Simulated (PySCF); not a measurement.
## Dipole moment and polarisability of `C=CC1CCC1`

Compound: C6H10.
Structure used (PBE0-D3(BJ)/def2-SVP), in Å, numbered top down from 1:
```
atom  x, y, z in Å
C1    -2.508   -0.632    0.011
C2    -1.307   -0.129    0.300
C3    -0.067   -0.339   -0.500
C4     1.173   -0.731    0.351
C5     1.650    0.732    0.303
C6     0.675    0.978   -0.862
H7    -2.663   -1.262   -0.871
H8    -3.380   -0.435    0.641
H9    -1.198    0.498    1.196
H10   -0.288   -1.005   -1.350
H11    1.842   -1.407   -0.203
H12    0.974   -1.176    1.338
H13    2.719    0.911    0.117
H14    1.367    1.291    1.208
H15    1.169    0.902   -1.842
H16    0.077    1.902   -0.848
```

Level: CAM-B3LYP/def2-SVPD (PySCF), static field, nuclei fixed, core orbitals frozen in the response. The polarisability tensor in these axes (au):

```
x   87.29  7.73  1.54
y    7.73 64.80  0.44
z    1.54  0.44 62.70
```

Task: What are the eigenvalues, a third of the trace, and Δα (Δα² = ½Σ(αi − αj)² over the three pairs)?

Result: Principal values 62.40, 62.62 and 89.79 au; mean 71.60 au = 10.61 Å³ = 11.81 × 10⁻⁴⁰ C²·m²/J; Δα = 27.28 au (38 % of the mean).

Task: What is the dipole moment, and where does it point?

Result: (0.46, 0.07, -0.09) D, 0.47 D in size, pointing from the negative to the positive side. Measured along this direction, the outermost atoms are H8 at the negative end and H13 at the positive end.

Task: Find the Langevin capture rate constant for H3+ (3.023 u) meeting this molecule (82.078 u), k = 2.342 × 10⁻⁹ cm³/s × √(α in Å³ / reduced mass in u).

Result: The reduced mass is 2.92 u, so k = 4.47 × 10⁻⁹ cm³/s. The formula leaves out the permanent dipole, which adds to the capture rate.

Task: Traceless (Buckingham) quadrupole moment about the centre of nuclear charge: eigenvalues?

Result: -2.76, -0.02, 2.79 D·Å. The values depend on the origin, since the dipole doesn't vanish. The electronic extent ⟨r²⟩ about the same centre is 653 bohr², a root-mean-square distance of 1.99 Å for the 46 electrons.

Task: What depolarisation ratio follows for Rayleigh scattering of linearly polarised light, taking the static tensor?

Result: ρ = 3Δα²/(45ᾱ² + 4Δα²) = 2233.2/(230691 + 2977.6) = 0.00956.

Task: Form Σ f/ω² (atomic units) for the 6 lowest TDDFT singlets, given as eV and f, and set it beside the mean polarisability, which is this sum over all singlets: 7.23, 0.0599; 7.25, 0.5139; 7.45, 0.0021; 7.84, 0.0039; 7.93, 0.0003; 8.13, 0.0013.

Result: They add up to 8.17 au, 11.4 % of the 71.60 au; the largest single term is 7.23 au, from the state at 7.25 eV. Terms in order: 0.85, 7.23, 0.03, 0.05, 0.00, 0.02 au. Higher excitations give the rest. The strengths listed sum to 0.581.

Isolated species at its PBE0-D3(BJ)/def2-SVP geometry (one conformer only).
